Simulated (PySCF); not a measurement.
# SiH3O− (SMILES [O-][SiH3]) at 6 levels

We compute a comparison of 6 runs (B2PLYP/STO-3G, PBE/STO-3G, UPBE0/STO-3G, MP2/STO-3G, CISD/STO-3G, FCI/STO-3G) of SiH3O−. The job is set up through a Python script.

The results are computed with PySCF 2.14.0.

2 further runs of the same task are left out: 2 set aside as unsound or not needed.

## Step 1: The system as given

SiH3O− has 5 atoms, charge -1, and is taken as a singlet. As SMILES, `[O-][SiH3]`. The Si2–H5 distance was set to 1.819 Å, away from the relaxed value.

Bond lengths: O1–Si2 1.535 Å, Si2–H3 1.516 Å, Si2–H4 1.516 Å. Angles: O1–Si2–H3 116.1°, O1–Si2–H4 116.1°, H3–Si2–H4 102.1°. A long bond or contact: Si2–H5 1.819 Å.

## Step 2: A single-point energy at B2PLYP/STO-3G (run 1)

calc.py

```python
from pyscf import gto, dft, mp

system = gto.Mole()
system.atom = '''
O     -1.647422     0.047484     0.677802
Si    -0.285952    -0.208306     0.017502
H     -0.307692    -0.471326    -1.474898
H      0.494578    -1.398516     0.539122
H      0.933480     1.135040     0.151280
'''
system.basis = 'sto-3g'
system.verbose = 3
system.max_memory = 1860
system.charge = -1
system.build()

mf = dft.RKS(system, xc='0.53*HF + 0.47*B88, 0.73*LYP')
mf.conv_tol = 1e-10
mf.grids.level = 5
mf.kernel()
if not mf.converged:
    mf = mf.newton().run(mf.mo_coeff, mf.mo_occ)

pt = mp.MP2(mf, frozen=6).run()
etot = mf.e_tot + 0.27 * pt.e_corr
print('PT2 part  %.8f' % (0.27 * pt.e_corr))
print('E(%s) = %.9f' % ('B2PLYP', etot))
```

The run is started by

```
$ OMP_NUM_THREADS=1 python calc.py
```

Log:

```text
converged SCF energy = -361.570948402745
E(RMP2) = -361.708460780033  E_corr = -0.137512377287562
E(SCS-RMP2) = -361.714131094732  E_corr = -0.143182691986419
PT2 part  -0.03712834
E(B2PLYP) = -361.608076745
```

Run time: 2.3 s. Hardware: 1 thread of Arm Neoverse V2, shared host; peak memory 0.19 GiB.

## Step 3: A single-point energy at PBE/STO-3G (run 2)

job.py

```python
from pyscf import gto, dft

mol = gto.M(
    atom='''
O   -1.647422   0.047484   0.677802
Si  -0.285952  -0.208306   0.017502
H   -0.307692  -0.471326  -1.474898
H    0.494578  -1.398516   0.539122
H    0.933480   1.135040   0.151280
''',
    basis='sto-3g',
    verbose=3,
    spin=0,
    charge=-1,
    max_memory=1860,
)

mf = dft.RKS(mol, xc='pbe')
mf.conv_tol = 1e-10
mf.grids.level = 5
mf.kernel()
if not mf.converged:
    mf = mf.newton().run(mf.mo_coeff, mf.mo_occ)

e_tot = mf.e_tot
print(f'total energy: {e_tot:.8f} hartree')
```

The run is started by

```
$ OMP_NUM_THREADS=1 python job.py
```

Log:

```text
converged SCF energy = -361.635482207977
total energy: -361.63548221 hartree
```

It took 2.4 s on 1 thread of Arm Neoverse V2, shared host; peak memory 0.19 GiB.

Runs 3 to 5 aren't shown in full; the table further down has their settings and results.

## Step 4: The energy at FCI/STO-3G (run 6)

geometry.xyz

```xyz
5
H3OSi
O     -1.647422     0.047484     0.677802
Si    -0.285952    -0.208306     0.017502
H     -0.307692    -0.471326    -1.474898
H      0.494578    -1.398516     0.539122
H      0.933480     1.135040     0.151280
```

job.py

```python
from pyscf import gto, mcscf
from pyscf import fci

system = gto.M(
    atom='geometry.xyz',
    basis='sto-3g',
    verbose=4,
    max_memory=1860,
    charge=-1,
)

mf = system.RHF()
mf.conv_tol = 1e-10
mf.kernel()
if not mf.converged:
    mf = mf.newton().run(mf.mo_coeff, mf.mo_occ)

cas = mcscf.CASCI(mf, mf.mo_coeff.shape[-1] - 6, (system.nelec[0] - 6, system.nelec[1] - 6))  # full CI above the frozen core
cas.fcisolver = fci.direct_spin0.FCI(system)  # even spin states alone
cas.kernel()
print('<S^2> = %.4f' % cas.fcisolver.spin_square(cas.ci, cas.ncas, cas.nelecas)[0])
e_tot = cas.e_tot
print('Final energy', e_tot)
```

The run is started by

```
$ OMP_NUM_THREADS=1 python job.py
```

Log:

```text
PySCF version 2.14.0

[INPUT] num. atoms = 5
[INPUT] num. electrons = 26
[INPUT] charge = -1
[INPUT] spin (= nelec alpha-beta = 2S) = 0
[INPUT] symmetry False subgroup None
[INPUT] Mole.unit = angstrom
[INPUT] Symbol           X                Y                Z      unit          X                Y                Z       unit  Magmom
[INPUT]  1 O     -1.647422000000   0.047484000000   0.677802000000 AA   -3.113176391583   0.089731755299   1.280860146682 Bohr   0.0
[INPUT]  2 Si    -0.285952000000  -0.208306000000   0.017502000000 AA   -0.540370964772  -0.393641290104   0.033073986632 Bohr   0.0
[INPUT]  3 H     -0.307692000000  -0.471326000000  -1.474898000000 AA   -0.581453610720  -0.890677055387  -2.787153281669 Bohr   0.0
[INPUT]  4 H      0.494578000000  -1.398516000000   0.539122000000 AA    0.934616967235  -2.642812220822   1.018792927728 Bohr   0.0
[INPUT]  5 H      0.933480000000   1.135040000000   0.151280000000 AA    1.764021542759   2.144914740426   0.285877768124 Bohr   0.0

nuclear repulsion = 57.857084819196
number of shells = 11
number of NR pGTOs = 51
number of NR cGTOs = 17
basis = sto-3g
ecp = {}

******** <class 'pyscf.scf.hf.RHF'> ********
method = RHF
initial guess = minao
damping factor = 0
level_shift factor = 0
DIIS = <class 'pyscf.scf.diis.CDIIS'>
diis_start_cycle = 1
diis_space = 8
diis_damp = 0
SCF conv_tol = 1e-10
SCF conv_tol_grad = None
SCF max_cycles = 50
direct_scf = True
direct_scf_tol = 1e-13
Set gradient conv threshold to 1e-05
Initial guess from minao.
init E= -360.589019623417
  HOMO = -0.275069937203369  LUMO = 0.23334590313255  gap/eV = 13.83470
cycle= 1 E= -360.731794506612  delta_E= -0.143  |g|= 0.566  |ddm|= 2.46
  HOMO = 0.301101597528572  LUMO = 0.642483605589232  gap/eV = 9.28948
cycle= 2 E= -360.826318419333  delta_E= -0.0945  |g|= 0.441  |ddm|=  1.8
  HOMO = 0.106172923796195  LUMO = 0.670106343668218  gap/eV = 15.34541
cycle= 3 E= -360.893898682173  delta_E= -0.0676  |g|= 0.0416  |ddm|= 0.714
  HOMO = 0.0783642620427539  LUMO = 0.67190115917702  gap/eV = 16.15096
cycle= 4 E= -360.895300376253  delta_E= -0.0014  |g|= 0.0135  |ddm|= 0.122
  HOMO = 0.083759501548112  LUMO = 0.672096462825012  gap/eV = 16.00946
cycle= 5 E= -360.89549999542  delta_E= -0.0002  |g|= 0.00255  |ddm|= 0.0625
  HOMO = 0.0822766419068277  LUMO = 0.67224275998521  gap/eV = 16.05380
cycle= 6 E= -360.895507278018  delta_E= -7.28e-06  |g|= 0.000383  |ddm|= 0.0126
  HOMO = 0.0820973401636438  LUMO = 0.672183429477995  gap/eV = 16.05706
cycle= 7 E= -360.895507456494  delta_E= -1.78e-07  |g|= 9.04e-05  |ddm|= 0.00177
  HOMO = 0.0820860651846745  LUMO = 0.67218673911071  gap/eV = 16.05746
cycle= 8 E= -360.895507466756  delta_E= -1.03e-08  |g|= 1.7e-05  |ddm|= 0.000424
  HOMO = 0.0820867984842369  LUMO = 0.672184366772019  gap/eV = 16.05737
cycle= 9 E= -360.895507467032  delta_E= -2.76e-10  |g|= 3.5e-06  |ddm|= 7.01e-05
  HOMO = 0.0820859834222107  LUMO = 0.672184451740335  gap/eV = 16.05740
cycle= 10 E= -360.895507467046  delta_E= -1.44e-11  |g|= 1.28e-06  |ddm|= 1.47e-05
  HOMO = 0.0820858731344737  LUMO = 0.672184313496939  gap/eV = 16.05740
Extra cycle  E= -360.895507467048  delta_E= -1.71e-12  |g|= 7.07e-07  |ddm|= 3.43e-06
converged SCF energy = -360.895507467048

******** <class 'pyscf.mcscf.casci.CASCI'> ********
CAS (7e+7e, 11o), ncore = 6, nvir = 0
natorb = False
canonicalization = True
sorting_mo_energy = False
******** <class 'pyscf.fci.direct_spin0.FCISolver'> ********
max. cycles = 100
conv_tol = 1e-10
davidson only = False
linear dependence = 1e-14
level shift = 0.001
max iter space = 12
nroots = 1
pspace_size = 400
spin = None
Density matrix diagonal elements [1.99411187 1.98431949 1.97660831 1.9666147  1.96108154 1.96824443
 1.94068145 0.08511222 0.04511626 0.04391291 0.03419682]
CASCI converged
CASCI E = -361.016810077832  E(CI) = -37.0057582287440  S^2 = 0.0000000
<S^2> = 0.0000
Final energy -361.0168100778321
```

It took 1.6 s on 1 thread of Arm Neoverse V2, shared host; peak memory 0.14 GiB.

## Step 5: All runs side by side

```tsv
run	level	frozen core orbitals	follow instability	energy (Eh)	HOMO energy (eV)	LUMO energy (eV)	HOMO–LUMO gap (eV)	wall time
1	B2PLYP/STO-3G	6	–	-361.608077	4.64	15.56	10.92	2.3 s
2	PBE/STO-3G	–	–	-361.635482	7.53	13.08	5.55	2.4 s
3	UPBE0/STO-3G	–	yes	-361.678539	5.97	14.10	8.12	10 s
4	MP2/STO-3G	6	–	-360.986729	2.23	18.29	16.06	0.56 s
5	CISD/STO-3G	6	–	-361.004667	2.23	18.29	16.06	0.58 s
6	FCI/STO-3G	6	–	-361.016810	2.23	18.29	16.06	1.6 s
```

## Step 6: Summary of results

| quantity | value |
| --- | --- |
| run 6: total energy | -361.01681 Eh |
| run 6: HOMO energy (Hartree–Fock orbitals) | 2.23 eV |
| run 6: LUMO energy (Hartree–Fock orbitals) | 18.29 eV |
| run 6: HOMO–LUMO gap (to an unbound level, set by the basis) | 16.06 eV |
| run 6: correlation energy (6 core orbitals frozen) | -121.3 mEh |

In words: Against full CI in this basis: MP2 +30.1 mEh; CISD +12.1 mEh. Over runs 1, 2, 3 the HOMO–LUMO gap runs from 5.55 eV (PBE/STO-3G) to 10.92 eV (B2PLYP/STO-3G). The empty levels of an anion lie above zero and hang on the basis. A double hybrid's value is that of its SCF part. Totals of different functionals can't be ranked against each other. In runs 1, 2, 3, 4, 5, 6 the HOMO lies above zero, so the outermost electron may be held by the basis alone. In runs 1, 2, 3, 4, 5, 6 the basis is minimal, so the values are rough. All runs together took 18 s, the longest 10 s.
